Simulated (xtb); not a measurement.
xtb input (GFN1-xTB):

```bash
xtb mol.xyz --gfn 1 --sp --chrg 1 --uhf 0
```
mol.xyz:
```
7

C     -0.00159204    -0.00021295    -0.45999677
C      0.00380641     0.00050915     1.09980700
F     -0.02191591     1.25327827    -0.84171461
F      1.09229255    -0.61076651    -0.84470792
F     -1.07911077    -0.64368004    -0.83717749
N      0.00772575     0.00103340     2.23224164
H      0.01124075     0.00150357     3.24784744
```

End of the output:

```
         :::::::::::::::::::::::::::::::::::::::::::::::::::::
         ::                     SUMMARY                     ::
         :::::::::::::::::::::::::::::::::::::::::::::::::::::
         :: total energy             -22.797375836870 Eh    ::
         :: gradient norm              0.048285552078 Eh/a0 ::
         :: HOMO-LUMO gap              5.545359606955 eV    ::
         ::.................................................::
         :: SCC energy               -22.965869245259 Eh    ::
         :: -> electrostatic           0.221370132749 Eh    ::
         :: repulsion energy           0.170055645767 Eh    ::
         :: dispersion energy         -0.001562237378 Eh    ::
         :: halogen bond corr.         0.000000000000 Eh    ::
         :: add. restraining           0.000000000000 Eh    ::
         :: total charge               1.000000000000 e     ::
         :::::::::::::::::::::::::::::::::::::::::::::::::::::

           -------------------------------------------------
          |                Property Printout                |
           -------------------------------------------------

    * Orbital Energies and Occupations

         #    Occupation            Energy/Eh            Energy/eV
      -------------------------------------------------------------
         1        2.0000           -1.1584345             -31.5226
       ...           ...                  ...                  ...
         5        2.0000           -0.9878254             -26.8801
         6        2.0000           -0.9489029             -25.8210
         7        2.0000           -0.9169399             -24.9512
         8        2.0000           -0.8953173             -24.3628
         9        2.0000           -0.8953173             -24.3628
        10        2.0000           -0.8664277             -23.5767
        11        2.0000           -0.8664277             -23.5767
        12        2.0000           -0.8198896             -22.3103
        13        2.0000           -0.8198896             -22.3103
        14        2.0000           -0.8052325             -21.9115
        15        2.0000           -0.8052325             -21.9115
        16        2.0000           -0.8032316             -21.8570
        17        2.0000           -0.7891956             -21.4751 (HOMO)
        18                         -0.5854074             -15.9297 (LUMO)
Note: The following floating-point exceptions are signalling: IEEE_DENORMAL
normal termination of xtb
        19                         -0.5854074             -15.9297
        20                         -0.4048008             -11.0152
        21                         -0.3424143              -9.3176
        22                         -0.2528971              -6.8817
        23                         -0.1547838              -4.2119
        24                         -0.1547838              -4.2119
        25                          0.0161846               0.4404
        26                          1.0176589              27.6919
      -------------------------------------------------------------
                  HL-Gap            0.2037882 Eh            5.5454 eV
             Fermi-level           -0.6873015 Eh          -18.7024 eV

  Mulliken/CM5 charges         n(s)   n(p)   n(d)
     1C     0.70412  0.76723   0.967  2.329  0.000
     2C     0.36492  0.49156   1.120  2.515  0.000
     3F    -0.15505 -0.17664   1.795  5.360  0.000
     4F    -0.15505 -0.17664   1.795  5.360  0.000
     5F    -0.15505 -0.17664   1.795  5.360  0.000
     6N     0.00439 -0.30523   1.453  3.543  0.000
     7H     0.39173  0.57637   0.608  0.000  0.000

Wiberg/Mayer (AO) data.
largest (>0.10) Wiberg bond orders for each atom

 ---------------------------------------------------------------------------
     #   Z sym  total        # sym  WBO       # sym  WBO       # sym  WBO
 ---------------------------------------------------------------------------
     1   6 C    3.837 --     5 F    0.984     3 F    0.984     4 F    0.984
                             2 C    0.870
     2   6 C    3.827 --     6 N    2.806     1 C    0.870
     3   9 F    1.153 --     1 C    0.984
     4   9 F    1.153 --     1 C    0.984
     5   9 F    1.153 --     1 C    0.984
     6   7 N    3.668 --     2 C    2.806     7 H    0.806
     7   1 H    0.844 --     6 N    0.806
 ---------------------------------------------------------------------------

Topologies differ in total number of bonds
Writing topology from bond orders to xtbtopo.mol

 dipole moment from electron density (au)
     X       Y       Z
   0.0122   0.0016   3.5240  total (Debye):    8.957

           -------------------------------------------------
          | TOTAL ENERGY              -22.797375836870 Eh   |
          | GRADIENT NORM               0.048285552078 Eh/α |
          | HOMO-LUMO GAP               5.545359606955 eV   |
           -------------------------------------------------

------------------------------------------------------------------------
------------------------------------------------------------------------
 total:
 SCF:
```

It need not be the lowest isomer of its formula.
